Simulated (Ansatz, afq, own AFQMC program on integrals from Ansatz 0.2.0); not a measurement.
Two steps: Ansatz 0.2.0 writes the Fock matrix and Cholesky factors of the valence space, and afq projects on them the lowest state that overlaps trial and start.

```yaml
crystal:
  periodic: [false, false, false]
  atoms:
    - {symbol: B, position_ang: [0.000000, 0.000000, 2.332934]}
    - {symbol: C, position_ang: [0.000000, 0.000000, -0.631066]}
    - {symbol: H, position_ang: [0.000000, 0.000000, -1.701868]}
basis:
  gaussian: {orbitals: 6-31G}
magnetization: {spin_polarized: false, initial_magnetization: 2}
correlation: {method: ccsd_t, electrons: outside_noble_gas, hamiltonian_folder: ham}
```

```sh
$ ansatz run in.yaml --threads 1 --pin off --events-out ev --progress --plain --max-ram 24576MiB --backend cuda --devices 0, --max-vram 18GiB
```

Options of the walk:

```
--method phaseless --trial cisd --walkers 4000 --populations 20 --least-time 60 --time-step 0.005 --steps-per-block 50 --equilibration-blocks 40 --max-blocks 4000 --target-error 0.00034 --factor-cut 1e-05 --start spin_pure --seed 9194 --release-times 0.24,0.51,0.99,1.62,2.4 --release-step 0.03 --release-every 3 --taylor-order 6
```

Times are imaginary, in 1/Eh. The walk had a cap of 122 s. With eight or more populations the least sampling time is a fifth of least-time, and the error comes from their spread.

Log:

```
orbitals 18  electrons 5 3  factors 100 of 285
reference energy -62.72136158 Eh
CCSD correlation -0.16913376 Eh in 23 cycles, weight of the determinant in the CISD state 0.6437
energy of the start -62.890477 Eh
 block  time / (1/Eh)  mean weight  energy / Eh
     1     0.250  0.9999  -62.888391
     2     0.500  0.9999  -62.888322
     3     0.750  1.0000  -62.888832
     4     1.000  0.9998  -62.889350
     5     1.250  1.0001  -62.890092
     7     1.750  1.0001  -62.891384
     9     2.250  0.9999  -62.892816
    15     3.750  0.9998  -62.894506
    29     7.250  1.0002  -62.896450
    43    10.750  0.9999  -62.895866
    57    14.250  0.9999  -62.896844
    71    17.750  0.9998  -62.894798
    85    21.250  1.0000  -62.890185
    99    24.750  1.0001  -62.889211
   113    28.250  0.9997  -62.891422
   127    31.750  1.0001  -62.891394
   141    35.250  1.0003  -62.888185
   155    38.750  0.9995  -62.890211
   169    42.250  0.9997  -62.892368
   183    45.750  1.0006  -62.891730
   197    49.250  1.0002  -62.893249
   211    52.750  1.0002  -62.891254
   225    56.250  1.0005  -62.891748
   239    59.750  1.0001  -62.891922
   253    63.250  0.9997  -62.895453
   267    66.750  1.0001  -62.893859
   281    70.250  1.0005  -62.890916
   295    73.750  1.0001  -62.893027
error from the spread of 20 populations
released: time / (1/Eh)  energy / Eh  error  mean overlap
  0.24  -62.894303  0.001695  1.0003
  0.51  -62.895279  0.000383  1.0007
  0.99  -62.902027  0.011910  1.0028
  1.62  -62.899211  0.000593  1.0047
  2.40  -62.898923  0.002756  1.0134
energy -62.892578 +/- 0.000194 Eh
(rows thinned)
```

The run passed its tests (sampling time, drift between the halves within three errors, error under three times the target), which doesn't prove that it has relaxed, ending at its cap on processor time.

Against this walk (error 5.3 meV) on the same determinant: CCSD(T) 169.4 meV lower, CCSDT(Q) 286.0 meV lower, CCSDTQ 231.1 meV lower, full CI 232.0 meV lower. The error is statistical and leaves out the bias of the constraint. The released energies get too noisy after the second time (errors over twice the walk's own, or jumping) (meV from the phaseless value at times in 1/Eh: -47 ± 46 at 0.24, -73 ± 10 at 0.51, -257 ± 324 at 0.99, -180 ± 16 at 1.62, -173 ± 75 at 2.40), so they give no level; they do show a bias of the constraint, and the last of them that isn't too noisy lies 159 meV above full CI. Full CI is exact here, so the walk's 232 meV above it is the walk's own error: the bias of the constraint with this trial. The determinant is a poor start (see the cautions), so the low cluster orders aren't to be relied on, and full CI is the sure value.

Cautions: constraint bias not in the error; lower spins were not checked; a spin-contaminated unrestricted determinant lies lower (UHF 2.10 eV lower, ⟨S²⟩ 2.88); the search met a lower determinant of the same kind, perhaps of another symmetry (1.36 eV lower); strong correlation (T1 0.136, weight of the determinant 0.64, largest double 0.23); (Q) is large, 101 meV, so the cluster series hasn't closed.

The walk took 2 min on 1 × NVIDIA H100 80GB HBM3 with 2 threads of AMD EPYC 7R13 Processor (Zen 3), on a shared host (the card was shared). The log's last line is the phaseless energy.

CCSDT and higher add their correlation energy to the determinant of the CCSD(T) run, since their own runs factorise the integrals more tightly (a shift of under 2 meV). A walk keeps the symmetry of its determinant, which the program's search chose and which needn't be the lowest solution, so a lower state of the same spin and another symmetry isn't excluded.
